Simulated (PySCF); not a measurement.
Exact simulation of a proton spin system

Molecule: SMILES CC(F)(F)F, C₂H₃F₃.

Bonds (- single, = double, # triple, : aromatic): C1-C2 1.497 Å, C2-F3 1.341 Å, C2-F4 1.341 Å, C2-F5 1.342 Å. C1 carries H6, H7, H8.

Level of theory: B97-2/pcSseg-2 with gauge-including orbitals, PBE0-D3(BJ)/def2-TZVP geometry, couplings computed with B3LYP/pcJ-2, in PySCF (no relativistic terms, rapidly exchanging positions averaged, one computed conformer, gas phase).

Scale: 1H (31.64 ppm) against TMS (reference shieldings calculated alike).

Shifts (ppm): F3/F4/F5 -74.7, H6/H7/H8 1.69.
Couplings (Hz): F3–F4, F3–F5, F4–F5: 59.5; F3–H6, F3–H7, F3–H8, F4–H6, F4–H7, F4–H8 …: 12.3; H6–H7, H6–H8, H7–H8: -14.2.

The 6-spin Hamiltonian (Zeeman plus full scalar coupling among like nuclei) was diagonalised exactly; lines are Lorentzian, 0.7 Hz wide, and the maxima above 3 % are listed with the tallest set to 100.

**Question.** Give the 1H peak list of this spin system at 100 MHz.

**Answer.** 
```
   Hz    ppm  height
187.5  1.875      33
175.2  1.752     100
162.9  1.629     100
150.6  1.506      33
```

**Question.** And at 500 MHz?

**Answer.** 
Hz from δ = 0 (height): 863.5 (33), 851.2 (100), 838.9 (100), 826.6 (33)
